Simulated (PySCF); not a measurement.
# C2H5Al (SMILES C=[CH][AlH2]): levels of theory compared

Wanted: a comparison of 6 runs (B3LYP/6-31G*, B3LYP/def2-SVPD, PBE/def2-SVPD, TPSS/def2-SVPD, wB97X/def2-SVPD, CCSD(T)/def2-SVPD) of C2H5Al. Input form: a Python script.

The results are computed with PySCF 2.14.0.

2 further runs of the same task are left out: 2 set aside as unsound or not needed.

**1. Starting point**

The species is C2H5Al (8 atoms), meant as a singlet with charge 0. As SMILES, `C=[CH][AlH2]`. The shape is that of a PBE0-D4/def2-TZVP optimisation.

Bond lengths: C1–C2 1.337 Å, C2–Al3 1.938 Å, C1–H4 1.089 Å, C1–H5 1.089 Å, C2–H6 1.090 Å, Al3–H7 1.588 Å, Al3–H8 1.588 Å. Angles: C1–C2–Al3 119.6°, C1–C2–H6 116.7°, Al3–C2–H6 123.7°, C2–C1–H4 121.7°, C2–C1–H5 123.0°, C2–Al3–H7 122.1°, C2–Al3–H8 116.8°, H4–C1–H5 115.3°, H7–Al3–H8 121.2°.

**2. The energy at B3LYP/6-31G(d) (spherical functions) (run 1)**

Input file input.py:

```python
# C=[CH][AlH2]
from pyscf import gto, dft

mol = gto.M(
    atom='''
C     -1.946229     1.566961    -0.674632
C      0.376055     1.230212     0.260971
Al     1.758957    -2.152965     0.495108
H     -3.093293    -0.016252    -1.314305
H     -2.825141     3.419081    -0.853967
H      1.390083     2.921706     0.855479
H      4.505107    -2.679443     1.583024
H      0.008315    -4.397393    -0.457125
''',
    verbose=4,
    unit='bohr',
    basis='6-31g*',
    max_memory=1860,
)

mf = dft.RKS(mol)
mf.xc = 'b3lyp'
mf.grids.level = 5
mf.conv_tol = 1e-10
mf.kernel()
if not mf.converged:
    mf = mf.newton().run(mf.mo_coeff, mf.mo_occ)

energy = mf.e_tot
print('Final energy', energy)
```

Launch:

```
$ OMP_NUM_THREADS=1 python input.py
```

Standard output:

```text
PySCF version 2.14.0

[... 74 lines left out ...]
converged SCF energy = -321.607946787067
Final energy -321.60794678706674
```

Wall time 9.9 s (1 thread of Intel Xeon at 2.70GHz, shared host); peak memory 0.3 GiB.

**3. The energy at B3LYP/def2-SVPD (run 2)**

Input file job.py:

```python
from pyscf import gto, dft

mol = gto.M(
    atom=[
    ('C', (-1.029900, 0.829200, -0.357000)),
    ('C', (0.199000, 0.651000, 0.138100)),
    ('Al', (0.930800, -1.139300, 0.262000)),
    ('H', (-1.636900, -0.008600, -0.695500)),
    ('H', (-1.495000, 1.809300, -0.451900)),
    ('H', (0.735600, 1.546100, 0.452700)),
    ('H', (2.384000, -1.417900, 0.837700)),
    ('H', (0.004400, -2.327000, -0.241900)),
],
    charge=0,
    max_memory=1860,
    verbose=3,
    basis='def2-svpd',
    spin=0,
)

calc0 = dft.RKS(mol)
calc0.xc = 'b3lyp'
calc0.conv_tol = 1e-10
calc0.grids.level = 5
calc0.kernel()
if not calc0.converged:
    calc0 = calc0.newton().run(calc0.mo_coeff, calc0.mo_occ)

e_final = calc0.e_tot
print('E = %.10f Eh' % e_final)
```

Launch:

```
$ OMP_NUM_THREADS=1 python job.py
```

Standard output:

```text
converged SCF energy = -321.500405180092
E = -321.5004051801 Eh
```

Run time: 23 s. Hardware: 1 thread of Intel Xeon at 2.70GHz, shared host; peak memory 0.53 GiB.

**4. The energy at PBE/def2-SVPD (run 3)**

Input file calc.py:

```python
from pyscf import gto, dft

molecule = gto.M(
    atom=[
    ('C', (-1.029900, 0.829200, -0.357000)),
    ('C', (0.199000, 0.651000, 0.138100)),
    ('Al', (0.930800, -1.139300, 0.262000)),
    ('H', (-1.636900, -0.008600, -0.695500)),
    ('H', (-1.495000, 1.809300, -0.451900)),
    ('H', (0.735600, 1.546100, 0.452700)),
    ('H', (2.384000, -1.417900, 0.837700)),
    ('H', (0.004400, -2.327000, -0.241900)),
],
    verbose=3,
    max_memory=1860,
    basis='def2-svpd',
)

calc0 = dft.RKS(molecule)
calc0.xc = 'pbe'
calc0.grids.level = 5
calc0.conv_tol = 1e-10
calc0.kernel()
if not calc0.converged:
    calc0 = calc0.newton().run(calc0.mo_coeff, calc0.mo_occ)

etot = calc0.e_tot
print(f'total energy: {etot:.8f} hartree')
```

Launch:

```
$ OMP_NUM_THREADS=1 python calc.py
```

Standard output:

```text
converged SCF energy = -321.214145827701
total energy: -321.21414583 hartree
```

Wall time 22 s (1 thread of Intel Xeon at 2.70GHz, shared host); peak memory 0.53 GiB.

Runs 4 to 5 aren't shown in full; the table further down has their settings and results.

**5. A single-point energy at CCSD(T)/def2-SVPD (run 6)**

Input file job.py:

```python
from pyscf import gto, cc

mol = gto.Mole()
mol.atom = '''
C     -1.946229     1.566961    -0.674632
C      0.376055     1.230212     0.260971
Al     1.758957    -2.152965     0.495108
H     -3.093293    -0.016252    -1.314305
H     -2.825141     3.419081    -0.853967
H      1.390083     2.921706     0.855479
H      4.505107    -2.679443     1.583024
H      0.008315    -4.397393    -0.457125
'''
mol.basis = 'def2-svpd'
mol.spin = 0
mol.max_memory = 1860
mol.unit = 'bohr'
mol.verbose = 3
mol.build()

mf = mol.RHF()
mf.conv_tol = 1e-10
mf.kernel()
if not mf.converged:
    mf = mf.newton().run(mf.mo_coeff, mf.mo_occ)

mycc = cc.CCSD(mf, frozen=7)
mycc.kernel()
e_t = mycc.ccsd_t()
etot = mycc.e_tot + e_t
print('Final energy', etot)
```

Launch:

```
$ OMP_NUM_THREADS=1 python job.py
```

Standard output:

```text
converged SCF energy = -320.395942608341
E(CCSD) = -320.7851605649242  E_corr = -0.3892179565833913
CCSD(T) correction = -0.01403504658591
Final energy -320.79919561151013
```

It took 31 s on 1 thread of Intel Xeon at 2.70GHz, shared host; peak memory 0.67 GiB.

**6. All runs side by side**

```tsv
run	level	integration grid	frozen core orbitals	energy (Eh)	dipole moment (D) of the reference	HOMO energy (eV)	LUMO energy (eV)	wall time
1	B3LYP/6-31G* (spherical functions)	5	–	-321.607947	1.00	-7.62	-1.70	9.9 s
2	B3LYP/def2-SVPD	5	–	-321.500405	0.87	-7.92	-1.88	23 s
3	PBE/def2-SVPD	5	–	-321.214146	0.93	-6.81	-2.51	22 s
4	TPSS/def2-SVPD	5	–	-321.514451	0.91	-6.98	-2.31	38 s
5	wB97X/def2-SVPD	5	–	-321.442161	0.83	-10.53	0.30	29 s
6	CCSD(T)/def2-SVPD	–	7	-320.799196	0.86	-10.42	1.30	31 s
```

**7. Results**

| quantity | value |
| --- | --- |
| run 6: total energy | -320.79920 Eh |
| run 6: dipole moment (Hartree–Fock density) | 0.86 D |
| run 6: HOMO energy (Hartree–Fock orbitals) | -10.42 eV |
| run 6: LUMO energy (Hartree–Fock orbitals) | 1.30 eV |
| run 6: HOMO–LUMO gap (Hartree–Fock orbitals) | 11.71 eV |
| run 6: correlation energy (7 core orbitals frozen) | -403.3 mEh |
| run 6: (T) correction | -14.04 mEh |
| run 6: T1 diagnostic | 0.011 |

**Reading.** Over runs 1, 2, 3, 4, 5 the dipole moment (its size) runs from 0.83 D (wB97X/def2-SVPD) to 1.00 D (B3LYP/6-31G*). The two ends differ in method and basis. Over runs 1, 2, 3, 4, 5 the HOMO–LUMO gap runs from 4.31 eV (PBE/def2-SVPD) to 10.83 eV (wB97X/def2-SVPD). Totals of different functionals can't be ranked against each other. All runs together took 2.5 min, the longest 38 s.
